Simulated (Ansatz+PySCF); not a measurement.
The numbers below are computed, except where a source is named.
## Ansatz (development build ahead of 0.2.0) run

```yaml
crystal:
  periodic: [false, false, false]
  atoms:
    - { symbol: "N", position_ang: [0.0, 0.0, 0.12158] }
    - { symbol: H, position_ang: [0.98264, 0.0, -0.30396] }
    - { symbol: H, position_ang: [-0.46792, 0.81047, -0.2837] }
    - { symbol: H, position_ang: [-0.46792, -0.81047, -0.2837] }
basis:
  gaussian: { orbitals: "6-31G" }
hamiltonian:
  xc: pbe0
scf:
  omitted_lower_state_checks: [stability, starts, atomic_configurations, cluster_reference, orbital_swaps, given_window_search, neighbouring_geometries, increment]
output:
  forces: true
```

The input is written out in the form of the current development build from the run's settings.

Results

- Converged: yes
- Total energy: -56.45488 hartree
- Spin squared of the determinant: 0.000

Forces (eV/Å):
| atom | Fx | Fy | Fz |
| --- | --- | --- | --- |
| N1 | 1.674 | 0.000 | -1.767 |
| H2 | -1.526 | 0.000 | 1.059 |
| H3 | -0.074 | 0.262 | 0.354 |
| H4 | -0.074 | -0.262 | 0.354 |
